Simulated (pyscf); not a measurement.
PySCF, gas phase, ωB97X-D3(BJ)/def2-SVP geometries.

Task: Estimate by transition-state theory the rate constant of H₃C–Zn–SH + hydrogen (H₂) → H₃C–ZnH + H₂S (singlet surface; S–Zn, H–H broken, H–Zn, H–S formed) at 600 K, with ωB97M-D3(BJ)/def2-TZVP energies (ideal gas, 1 atm, RRHO with modes under 100 cm⁻¹ raised to 100, one conformer, R ln 2 for rigid chiral ones; no tunnelling).

Result: The electronic barrier is 35.6 kcal/mol and the thermal terms add +16.8, so ΔG‡ = 52.4 kcal/mol. With k_BT/h = 1.25e+13 s⁻¹ and RT = 1.192 kcal/mol, and a volume of 8.18e-20 cm³ per molecule at 1 atm, k = 8.3e-26 cm³ molecule⁻¹ s⁻¹. Wigner's tunnelling factor for 1214i cm⁻¹ would be 1.35. A shift of 1 kcal/mol in the barrier changes k by a factor 2.3. On the product side the descent ends in a complex, 6.0 kcal/mol under the separated species and 20.4 kcal/mol under the saddle at ωB97X-D3(BJ)/def2-TZVP. One saddle was located; it need not be the lowest between these sides. Elements up to Kr have no core potential and no relativistic terms here.
